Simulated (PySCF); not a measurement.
Species, as SMILES: Cl (HCl).
Geometry (B3LYP-D3(BJ)/def2-TZVP, fixed):
```xyz
2

Cl     0.0000     0.0000    -0.0712
H      0.0000     0.0000     1.2108
```

Basis-set convergence of the isotropic shielding of H2 at PBE0 with PySCF. GIAO, no density fitting; atoms are numbered in the order shown. All functions are spherical. No added dispersion term, no relativity. Reference: the value in pcSseg-3, 30.69 ppm, itself unsure by roughly 0.01 ppm (its mean distance from pcseg-4, cc-pCVQZ, cc-pV(5+d)Z). Deviations are taken from unrounded values. Cost is core time over that of def2-QZVPPD, rough, on shared machines of one kind; a dash marks a row that isn't timed (too short, read off another run, short of memory, by another algorithm or on other hardware).

```
basis            functions  isotropic shielding of H2 (ppm)  minus reference (ppm)  cost
---------------  ---------  -------------------------------  ---------------------  ----
STO-3G                  10                            32.52                   1.84     -
pcseg-0                 15                            32.55                   1.86     -
def2-SV(P)              20                            31.98                   1.30     -
6-31G**                 23                            30.82                   0.13     -
def2-TZVP               43                            31.02                   0.34     -
6-311++G(2d,2p)         45                            31.05                   0.37     -
def2-TZVPP              56                            30.73                   0.05  0.3×
jun-cc-pV(T+d)Z         62                            30.81                   0.13     -
def2-TZVPPD             68                            30.81                   0.12  0.4×
aug-pcseg-2             73                            30.83                   0.15  0.4×
def2-QZVPPD            112                            30.77                   0.08    1×
aug-pcseg-3            138                            30.70                   0.02    2×
cc-pV(5+d)Z            155                            30.70                   0.01    4×
```
